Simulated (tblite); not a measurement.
C₄H₄F₂.
Numbering: `[F:1]/[CH:2]=[CH:3]/[CH:4]=[CH:5]/[F:6]` (hydrogens: H7 on C2; H8 on C3; H9 on C4; H10 on C5)

Computed with GFN2-xTB (tblite), gas phase: L-BFGS steps from a force-field or distance-geometry start until the largest atomic force falls under 0.01 eV/Å.

Step 12: E = -544.5380 eV
```
atom  x, y, z in Å  |  force x, y, z in eV/Å
F1     -2.7941   -0.8463   -0.5895    0.017  -0.015  -0.003
C2     -1.4678   -0.9764   -0.4576    0.016   0.003   0.010
C3     -0.7038    0.0417   -0.0791    0.003   0.020  -0.011
C4      0.7243   -0.0611    0.0716    0.004  -0.002   0.020
C5      1.4623    0.9758    0.4520    0.003   0.016  -0.008
F6      2.7900    0.8944    0.5966    0.000  -0.043  -0.009
H7     -1.1261   -1.9749   -0.6883   -0.023  -0.006  -0.006
H8     -1.1541    1.0014    0.1261   -0.048   0.005   0.000
H9      1.1894   -1.0142   -0.1296    0.023   0.000  -0.002
H10     1.0888    1.9643    0.6753    0.005   0.023   0.010
```

Step 13: E = -544.5382 eV
```
atom  x, y, z in Å  |  force x, y, z in eV/Å
F1     -2.7939   -0.8471   -0.5898    0.005  -0.011  -0.003
C2     -1.4678   -0.9770   -0.4577    0.003  -0.010   0.003
C3     -0.7042    0.0410   -0.0798    0.008   0.047   0.003
C4      0.7236   -0.0600    0.0722    0.018   0.016   0.020
C5      1.4622    0.9771    0.4523   -0.003  -0.024  -0.017
F6      2.7897    0.8924    0.5961    0.015  -0.041  -0.007
H7     -1.1273   -1.9753   -0.6885   -0.011  -0.023  -0.009
H8     -1.1559    0.9998    0.1257   -0.047   0.011   0.000
H9      1.1898   -1.0125   -0.1293    0.024  -0.003  -0.001
H10     1.0927    1.9662    0.6763   -0.014   0.038   0.011
```

Step 14: E = -544.5386 eV
```
atom  x, y, z in Å  |  force x, y, z in eV/Å
F1     -2.7935   -0.8481   -0.5901   -0.007  -0.006  -0.003
C2     -1.4675   -0.9779   -0.4577   -0.008  -0.020  -0.005
C3     -0.7047    0.0407   -0.0808    0.010   0.061   0.020
C4      0.7228   -0.0585    0.0733    0.025   0.034   0.013
C5      1.4621    0.9789    0.4524   -0.005  -0.057  -0.021
F6      2.7894    0.8886    0.5952    0.028  -0.032  -0.003
H7     -1.1288   -1.9763   -0.6889    0.004  -0.034  -0.010
H8     -1.1596    0.9980    0.1251   -0.038   0.016  -0.001
H9      1.1910   -1.0101   -0.1288    0.017   0.002   0.003
H10     1.0978    1.9694    0.6778   -0.027   0.037   0.008
```

Step 15: E = -544.5388 eV
```
atom  x, y, z in Å  |  force x, y, z in eV/Å
F1     -2.7932   -0.8490   -0.5903   -0.010  -0.005  -0.003
C2     -1.4671   -0.9789   -0.4577   -0.010  -0.018  -0.008
C3     -0.7053    0.0410   -0.0815    0.002   0.045   0.026
C4      0.7222   -0.0568    0.0744    0.016   0.037   0.000
C5      1.4623    0.9804    0.4525    0.003  -0.054  -0.013
F6      2.7894    0.8841    0.5942    0.029  -0.018   0.000
H7     -1.1300   -1.9777   -0.6893    0.013  -0.029  -0.007
H8     -1.1642    0.9966    0.1244   -0.022   0.016  -0.003
H9      1.1927   -1.0078   -0.1283    0.003   0.012   0.007
H10     1.1021    1.9727    0.6792   -0.024   0.013   0.001
```

**Question.** Estimate the geometry and energy of step 16. (The exact step hangs on the optimiser's Hessian estimate; all steps are aligned on step 15, rigid shifts and turns removed.)

**Answer.** E = -544.5390 eV, largest force 0.028 eV/Å
```
atom  x, y, z in Å  |  force x, y, z in eV/Å
F1     -2.7930   -0.8494   -0.5905   -0.004  -0.007  -0.003
C2     -1.4668   -0.9794   -0.4577   -0.003  -0.008  -0.006
C3     -0.7058    0.0416   -0.0815   -0.007   0.016   0.020
C4      0.7219   -0.0557    0.0748    0.000   0.025  -0.009
C5      1.4626    0.9809    0.4524    0.012  -0.025  -0.001
F6      2.7899    0.8812    0.5935    0.021  -0.007   0.001
H7     -1.1302   -1.9789   -0.6896    0.012  -0.011  -0.002
H8     -1.1673    0.9963    0.1240   -0.010   0.012  -0.003
H9      1.1938   -1.0064   -0.1279   -0.008   0.019   0.008
H10     1.1038    1.9744    0.6799   -0.011  -0.013  -0.005
```

The energy changes by -0.0001 eV. The first-order estimate −F·Δx gives -0.0002 eV and the mean of the old and new forces, exact on a quadratic surface, -0.0001 eV. The step makes an angle of 70° with the force vector and moves no atom by more than 0.003 Å.

The cost below is that of the whole relaxation. Time: 0.11 s wall. Hardware: one thread, Arm Neoverse V1 (aarch64), shared host.
